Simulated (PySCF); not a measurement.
**1-fluorobutane: 4 charge schemes on one density**

1-fluorobutane, C4H9F.
Z-matrix (Å and degrees, GFN2-xTB, dihedral held geometry), rows numbered from 1:
```
C 
C   1  1.5235
C   2  1.5387  1  112.38
C   3  1.5214  2  112.43  1  -120.00
F   4  1.3757  3  110.67  2   -63.43
H   1  1.0879  2  110.74  3    60.14
H   1  1.0878  2  110.57  3   -60.14
H   1  1.0873  2  110.36  3  -179.94
H   2  1.0905  1  109.06  3   121.90
H   2  1.0913  1  109.15  3  -121.54
H   3  1.0910  2  110.27  1    -0.09
H   3  1.0907  2  110.37  1   118.93
H   4  1.0953  3  111.58  2   178.37
H   4  1.0951  3  111.58  2    54.94
```

Density: PBE0/pcSseg-1 (PySCF); schemes: Mulliken, IAO, Hirshfeld and ESP-fitted. The geometry is a constrained GFN2-xTB structure with the dihedral C1–C2–C3–C4 held at 240°, isolated molecule; it need not be a minimum.

Question: Do the Mulliken, IAO, Hirshfeld and ESP-fitted schemes agree on where the charge is highest?

Answer: The schemes don't all agree: Mulliken C4 (+0.153); IAO H12 (+0.144); Hirshfeld H11 (+0.044); ESP-fitted C2 (+0.193).

Question: Do the Mulliken, IAO, Hirshfeld and ESP-fitted schemes agree on where the charge is lowest?

Answer: The schemes don't all agree: Mulliken F5 (-0.346); IAO C1 (-0.415); Hirshfeld F5 (-0.126); ESP-fitted C1 (-0.290).

Question: For which atoms does the sign change between the 4 schemes (beyond +0.03 e in one, beyond −0.03 e in another)?

Answer: C2. Atomic charges aren't observables, and each scheme defines them in its own way.

Question: What partial charge does each atom carry?

Answer: In e:

```json
{"atom": "C1", "environment": "methyl carbon", "Mulliken": "-0.292", "IAO": "-0.415", "Hirshfeld": "-0.118", "ESP-fitted": "-0.290"}
{"atom": "C2", "environment": "chain CH2 carbon", "Mulliken": "-0.266", "IAO": "-0.252", "Hirshfeld": "-0.066", "ESP-fitted": "+0.193"}
{"atom": "C3", "environment": "chain CH2 carbon", "Mulliken": "-0.282", "IAO": "-0.276", "Hirshfeld": "-0.074", "ESP-fitted": "-0.155"}
{"atom": "C4", "environment": "sp3 C–F carbon", "Mulliken": "+0.153", "IAO": "+0.049", "Hirshfeld": "+0.025", "ESP-fitted": "+0.159"}
{"atom": "F5", "environment": "alkyl fluorine", "Mulliken": "-0.346", "IAO": "-0.335", "Hirshfeld": "-0.126", "ESP-fitted": "-0.274"}
{"atom": "H6", "environment": "methyl hydrogen", "Mulliken": "+0.108", "IAO": "+0.133", "Hirshfeld": "+0.037", "ESP-fitted": "+0.070"}
{"atom": "H7", "environment": "methyl hydrogen", "Mulliken": "+0.112", "IAO": "+0.136", "Hirshfeld": "+0.038", "ESP-fitted": "+0.069"}
{"atom": "H8", "environment": "methyl hydrogen", "Mulliken": "+0.116", "IAO": "+0.142", "Hirshfeld": "+0.041", "ESP-fitted": "+0.063"}
{"atom": "H9", "environment": "methylene hydrogen", "Mulliken": "+0.123", "IAO": "+0.138", "Hirshfeld": "+0.039", "ESP-fitted": "-0.018"}
{"atom": "H10", "environment": "methylene hydrogen", "Mulliken": "+0.125", "IAO": "+0.135", "Hirshfeld": "+0.035", "ESP-fitted": "-0.004"}
{"atom": "H11", "environment": "methylene hydrogen", "Mulliken": "+0.116", "IAO": "+0.136", "Hirshfeld": "+0.044", "ESP-fitted": "+0.036"}
{"atom": "H12", "environment": "methylene hydrogen", "Mulliken": "+0.129", "IAO": "+0.144", "Hirshfeld": "+0.041", "ESP-fitted": "+0.065"}
{"atom": "H13", "environment": "methylene hydrogen", "Mulliken": "+0.105", "IAO": "+0.136", "Hirshfeld": "+0.043", "ESP-fitted": "+0.042"}
{"atom": "H14", "environment": "methylene hydrogen", "Mulliken": "+0.098", "IAO": "+0.130", "Hirshfeld": "+0.041", "ESP-fitted": "+0.045"}
```

Mean size of the charges over all atoms: IAO 0.183 e, Mulliken 0.169 e, ESP-fitted 0.106 e, Hirshfeld 0.055 e. Each set sums to the total charge, 0, to within 0.001 e. The ESP scheme fits charges at the nuclei, held to the total charge, to the electrostatic potential on points at 1.4 to 2.0 times the van der Waals radii.

Question: How many electrons does the ESP-fitted scheme count on C3?

Answer: Z − q = 6 − (-0.155) = 6.155.

Question: Sum the charges by element, for elements with more than one atom.

Answer: 
| element | atoms | Mulliken | IAO | Hirshfeld | ESP-fitted |
| --- | --- | --- | --- | --- | --- |
| C | 4 | -0.687 | -0.894 | -0.232 | -0.094 |
| H | 9 | +1.032 | +1.229 | +0.358 | +0.368 |

Question: How closely do the schemes follow one another over all atoms?

Answer: Correlation coefficient and root-mean-square difference: IAO with Hirshfeld 0.99, 0.145 e; Mulliken with Hirshfeld 0.98, 0.128 e; Mulliken with IAO 0.98, 0.047 e; Hirshfeld with ESP-fitted 0.71, 0.104 e; IAO with ESP-fitted 0.66, 0.155 e; Mulliken with ESP-fitted 0.65, 0.144 e.
